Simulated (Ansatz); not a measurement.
# SiH4S (sulfanylsilane): levels of theory compared

Aim: a comparison of 6 runs (HSE06/STO-3G, PBE/STO-3G, PBE0/STO-3G, UB3LYP/STO-3G, UMP2/STO-3G, BCCD(T)/STO-3G) of SiH4S (sulfanylsilane). 

The calculation is run with Ansatz 0.2.0.

45 further runs of the same task are left out: 1 that didn't finish, 44 set aside as unsound or not needed.

**1. The system as given**

SiH4S: 6 atoms, total charge 0, spin state singlet. As SMILES, `[SiH3]S`. The H6–S2 distance was set to 3.359 Å, away from the relaxed value. At this shape a bond of the SMILES string is far longer than usual.

Bond lengths: Si1–S2 2.137 Å, Si1–H3 1.485 Å, Si1–H4 1.482 Å, Si1–H5 1.485 Å. Angles: S2–Si1–H3 111.6°, S2–Si1–H4 104.8°, S2–Si1–H5 111.6°, H3–Si1–H4 110.0°, H3–Si1–H5 108.8°, H4–Si1–H5 110.0°.

**2. A single-point energy at HSE06/STO-3G (run 1)**

The input, in.yaml:

```yaml
basis:
  gaussian:
    orbitals: STO-3G
crystal:
  periodic: [false, false, false]
  atoms:
    - {symbol: Si, position_ang: [0.402006, -2.177269, -0.705253]}
    - {symbol: S, position_ang: [1.479106, -1.926469, 1.123547]}
    - {symbol: H, position_ang: [-1.057994, -1.988169, -0.510853]}
    - {symbol: H, position_ang: [0.680406, -3.572169, -1.121753]}
    - {symbol: H, position_ang: [0.871606, -1.232669, -1.750353]}
    - {symbol: H, position_ang: [0.526100, 1.263300, 1.572300]}
hamiltonian:
  xc: {name: HSE06}
accuracy: high
```

Command:

```sh
$ ansatz run in.yaml --threads 1 --pin off --max-ram 2610MiB --events-out events.jsonl --progress --plain --runs-dir runs
```

What it wrote:

```text
Warning: RAYON_NUM_THREADS=1 ignored (pool sized by the plan → 1); use --threads N
Functional definition: HSE06
  name "HSE06"
  parameter a = 0.25
  parameter omega = 0.11/bohr
  exchange = pbe_x - a*pbe_x_sr(omega) + a*exact_x_sr(omega)
  correlation = pbe_c
383 factors; integrals over basis functions are off by at most 1.8e-8 eV
66 factors; integrals over basis functions are off by at most 1.3e-9 eV
mean field evaluation 1: about -18546.8574 eV, gradient 2.5e1 eV
mean field evaluation 2: about -18539.7454 eV, gradient 2.3e1 eV
mean field evaluation 4: about -18544.3724 eV, gradient 1.9e1 eV
mean field evaluation 8: about -18552.3450 eV, gradient 1.4e-3 eV
mean field evaluation 16: about -18551.4429 eV, gradient 1.0e1 eV
mean field -18552.34496641 eV, -681.7861022847 hartree, gradient 1.8e-8 eV, S^2 0.000000; 2 other end points of the search recorded, 0 dependent functions left out
reference -18552.34496850 eV, -681.7861023612 hartree; 17, 17 occupied and 5, 5 virtual orbitals, 383 factors
Total energy: -18552.34496850 eV, -681.7861023612 hartree
```

Run time: 1.5 s. Hardware: 1 thread of Arm Neoverse V2, shared host; peak memory 0.1 GiB.

**3. A single-point energy at PBE/STO-3G (run 2)**

The input, run.yaml:

```yaml
crystal:
  periodic: [false, false, false]
  atoms:
    - {symbol: Si, position_ang: [0.402006, -2.177269, -0.705253]}
    - {symbol: S, position_ang: [1.479106, -1.926469, 1.123547]}
    - {symbol: H, position_ang: [-1.057994, -1.988169, -0.510853]}
    - {symbol: H, position_ang: [0.680406, -3.572169, -1.121753]}
    - {symbol: H, position_ang: [0.871606, -1.232669, -1.750353]}
    - {symbol: H, position_ang: [0.526100, 1.263300, 1.572300]}
basis:
  gaussian: {orbitals: STO-3G}
hamiltonian: {xc: {name: PBE}}
accuracy: high
```

Command:

```sh
$ ansatz run run.yaml --threads 1 --pin off --max-ram 2610MiB --events-out events.jsonl --progress --plain --runs-dir runs
```

What it wrote:

```text
Warning: RAYON_NUM_THREADS=1 ignored (pool sized by the plan → 1); use --threads N
Functional definition: PBE
  name "PBE"
  parameter kappa = 0.804
  parameter beta = 0.06672455060314922
  exchange = pbe_x(kappa = kappa, mu = beta*pi^2/3)
  correlation = pbe_c(beta = beta)
383 factors; integrals over basis functions are off by at most 1.8e-8 eV
mean field evaluation 1: about -18541.1600 eV, gradient 2.6e1 eV
mean field evaluation 2: about -18535.0606 eV, gradient 3.1e1 eV
mean field evaluation 4: about -18538.0060 eV, gradient 1.9e1 eV
mean field evaluation 8: about -18550.7269 eV, gradient 1.1e-1 eV
mean field evaluation 16: about -18549.6581 eV, gradient 3.1e0 eV
mean field -18550.72696946 eV, -681.7266419933 hartree, gradient 2.5e-8 eV, S^2 0.000000; 2 other end points of the search recorded, 0 dependent functions left out
reference -18550.72697154 eV, -681.7266420698 hartree; 17, 17 occupied and 5, 5 virtual orbitals, 383 factors
Total energy: -18550.72697154 eV, -681.7266420698 hartree
```

Wall time 1.4 s (1 thread of Arm Neoverse V2, shared host); peak memory 0.099 GiB.

**4. A single-point energy at PBE0/STO-3G (run 3)**

The input, molecule.yaml:

```yaml
crystal:
  periodic: [false, false, false]
  atoms:
    - {symbol: Si, position_ang: [0.402006, -2.177269, -0.705253]}
    - {symbol: S, position_ang: [1.479106, -1.926469, 1.123547]}
    - {symbol: H, position_ang: [-1.057994, -1.988169, -0.510853]}
    - {symbol: H, position_ang: [0.680406, -3.572169, -1.121753]}
    - {symbol: H, position_ang: [0.871606, -1.232669, -1.750353]}
    - {symbol: H, position_ang: [0.526100, 1.263300, 1.572300]}
basis:
  gaussian:
    orbitals: STO-3G
hamiltonian:
  xc: {name: PBE0}
accuracy: high
```

Command:

```sh
$ ansatz run molecule.yaml --threads 1 --pin off --max-ram 2610MiB --events-out events.jsonl --progress --plain --runs-dir runs
```

What it wrote:

```text
Warning: RAYON_NUM_THREADS=1 ignored (pool sized by the plan → 1); use --threads N
Functional definition: PBE0
  name "PBE0"
  parameter a = 0.25
  parameter kappa = 0.804
  parameter beta = 0.06672455060314922
  exchange = (1 - a)*pbe_x(kappa = kappa, mu = beta*pi^2/3) + a*exact_x
  correlation = pbe_c(beta = beta)
383 factors; integrals over basis functions are off by at most 1.8e-8 eV
mean field evaluation 1: about -18548.5298 eV, gradient 2.4e1 eV
mean field evaluation 2: about -18540.8634 eV, gradient 2.2e1 eV
mean field evaluation 4: about -18551.6362 eV, gradient 1.3e1 eV
mean field evaluation 8: about -18552.6974 eV, gradient 1.9e0 eV
mean field evaluation 16: about -18552.6762 eV, gradient 3.0e-4 eV
mean field -18552.67624256 eV, -681.7982764585 hartree, gradient 4.6e-8 eV, S^2 0.000000; 2 other end points of the search recorded, 0 dependent functions left out
reference -18552.67624412 eV, -681.7982765159 hartree; 17, 17 occupied and 5, 5 virtual orbitals, 383 factors
Total energy: -18552.67624412 eV, -681.7982765159 hartree
```

Wall time 1.2 s (1 thread of Arm Neoverse V2, shared host); peak memory 0.099 GiB.

Runs 4 to 5 aren't shown in full; the table further down has their settings and results.

**5. A single-point energy at BCCD(T)/STO-3G (run 6)**

The input, input.yaml:

```yaml
crystal:
  periodic: [false, false, false]
  atoms:
    - {symbol: Si, position_ang: [0.402006, -2.177269, -0.705253]}
    - {symbol: S, position_ang: [1.479106, -1.926469, 1.123547]}
    - {symbol: H, position_ang: [-1.057994, -1.988169, -0.510853]}
    - {symbol: H, position_ang: [0.680406, -3.572169, -1.121753]}
    - {symbol: H, position_ang: [0.871606, -1.232669, -1.750353]}
    - {symbol: H, position_ang: [0.526100, 1.263300, 1.572300]}
basis:
  gaussian:
    orbitals: STO-3G
correlation:
  method: bccd_t
  frozen_orbitals: {H: 0, S: 5, Si: 5}
accuracy: high
scf:
  omitted_lower_state_checks: [cluster_reference, increment]
```

Command:

```sh
$ ansatz run input.yaml --threads 1 --pin off --max-ram 2610MiB --events-out events.jsonl --progress --plain --runs-dir runs
```

What it wrote (excerpt; [...] marks lines left out):

```text
Warning: RAYON_NUM_THREADS=1 ignored (pool sized by the plan → 1); use --threads N
Functional definition: HF
  name "HF"
[...]
383 factors; integrals over basis functions are off by at most 1.8e-8 eV
[...]
mean field -18524.21304927 eV, -680.7522733980 hartree, gradient 7.5e-8 eV, S^2 0.000000; 5 other end points of the search recorded, 0 dependent functions left out; unrestricted orbitals would lower it
10 core orbitals not correlated: weight in the atoms' cores, before any rotation towards them, 1.000 or more for the frozen orbitals, at most 0.000 for the correlated occupied ones
reference -18524.21304927 eV, -680.7522733980 hartree; 7, 7 occupied and 5, 5 virtual orbitals, 383 factors
second order -6.20363833 eV of doubles, -0.00000000 eV of singles
cycle   1  -3.73807091 eV  change    -1.6e0 eV  update   1.6e-1
[...]
cycle  42  -8.10557566 eV  change  -2.4e-10 eV  update  4.6e-11
perturbative correction -0.06684808 eV, -0.0024566218 hartree
WARN: these amplitudes may be one of several solutions (largest doubles amplitude 0.90, level shift 14.97 eV)
Total energy: -18532.38547301 eV, -681.0526044310 hartree
Checks for a lower state left out: cluster_reference, increment
```

Wall time 0.26 s (1 thread of Arm Neoverse V2, shared host).

**6. Overview of the runs**

```csv
run,level,frozen core orbitals,energy (Eh),wall time
1,HSE06/STO-3G,–,-681.786102,1.5 s
2,PBE/STO-3G,–,-681.726642,1.4 s
3,PBE0/STO-3G,–,-681.798277,1.2 s
4,UB3LYP/STO-3G,–,-682.150624,5.7 s
5,UMP2/STO-3G,10,-681.027547,0.42 s
6,BCCD(T)/STO-3G,10,-681.052604,0.26 s
```

**7. What came out**

```
                                           quantity          value
                                run 6: total energy  -681.05260 Eh
run 6: correlation energy (10 core orbitals frozen)     -300.3 mEh
                              run 6: (T) correction      -2.46 mEh
```

Totals of different functionals can't be ranked against each other. In run 6 the log says that unrestricted orbitals would lower the reference, so the values rest on an unstable closed-shell determinant (other closed-shell runs at this shape may share the fault). In runs 1, 2, 3, 4, 5, 6 the basis is minimal, so the values are rough. In runs 1, 2, 3 a closed-shell determinant meets a far-stretched bond, which it describes badly. Spin contamination of the reference: run 5 ⟨S²⟩ = 1.00, run 4 ⟨S²⟩ = 0.99. Where it is this large, the reference is a mixture of spin states, and values that rest on it are in doubt. All runs together took 10 s, the longest 5.7 s.
